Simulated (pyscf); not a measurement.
Thermochemistry of product channels of H₃Si–SiH₃ (SMILES [SiH3][SiH3]) + H₂O (SMILES O) on the singlet surface, in eV, from ωB97M-D3(BJ)/def2-TZVP energies (ideal gas, 1 atm, RRHO with modes under 100 cm⁻¹ raised to 100, one conformer, R ln 2 for chiral ones without a mode under 150 cm⁻¹). Optimised with ωB97X-D3(BJ)/def2-SVP in PySCF.

```json
[
 {"products": "HO–SiH₃ (SMILES O[SiH3]) + SiH₄ (SMILES [SiH4])", "ΔE": "-0.94", "ΔH(298 K)": "-0.98", "ΔG(600 K)": "-0.97", "ΔG(1200 K)": "-0.92"},
 {"products": "HO–SiH₂–SiH₃ (SMILES O[SiH2][SiH3]) + H₂ (SMILES [H][H])", "ΔE": "…", "ΔH(298 K)": "-0.72", "ΔG(600 K)": "-0.65", "ΔG(1200 K)": "…"}
]
```

Some entries are withheld; supply them.


- HO–SiH₂–SiH₃ (SMILES O[SiH2][SiH3]) + H₂ (SMILES [H][H]), ΔE: -0.61
- HO–SiH₂–SiH₃ (SMILES O[SiH2][SiH3]) + H₂ (SMILES [H][H]), ΔG(1200 K): -0.66

These are energies of the channels, which say nothing of barriers. HO–SiH₂–SiH₃ lies 1.17 eV over its isomer H₃Si–O–SiH₃ (electronic energy, ωB97M-D3(BJ)).
